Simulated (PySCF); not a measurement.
C2H5, SMILES [CH2]C (connectivity only; charge and spin as stated), charge +1, multiplicity 1.

Geometry: PBE0-D3(BJ)/def2-TZVP. The geometry has at least one imaginary mode, so it is a saddle point at that level. The spin state was assumed, not searched. The isomer is the one that the SMILES or the coordinates give; other isomers of the formula were not compared.

These are PBE0-D3(BJ)/def2-TZVP run with PySCF values and carry that method's errors.

Harmonic, unscaled wavenumbers; measured fundamentals usually lie a few per cent lower.

Computed harmonic wavenumbers and intensities:
```csv
mode,ν (cm⁻¹),IR (km/mol),Raman (Å⁴/amu),depolarisation,moving atoms (share of kinetic energy)
1,311i,46.6,0.4,0.75,"H 91 %, C 9 %"
2,742,2.0,3.3,0.75,H 95 %
3,800,16.4,0.4,0.32,H 94 %
4,1076,185.9,4.4,0.70,"H 72 %, C 28 %"
5,1177,12.8,22.1,0.35,"H 79 %, C 21 %"
6,1253,0.5,1.0,0.75,"H 71 %, C 29 %"
7,1271,48.8,5.5,0.28,"H 54 %, C 46 %"
8,1362,33.1,3.2,0.75,"H 91 %, C 9 %"
9,1448,21.4,2.6,0.50,"H 87 %, C 13 %"
10,1554,5.7,4.0,0.52,"H 62 %, C 38 %"
11,2886,77.1,67.1,0.75,H 93 %
12,2900,167.0,138.3,0.03,H 95 %
13,3118,4.1,83.7,0.08,H 95 %
14,3210,1.4,66.7,0.58,"H 90 %, C 10 %"
15,3229,42.3,11.8,0.55,"H 89 %, C 11 %"
```
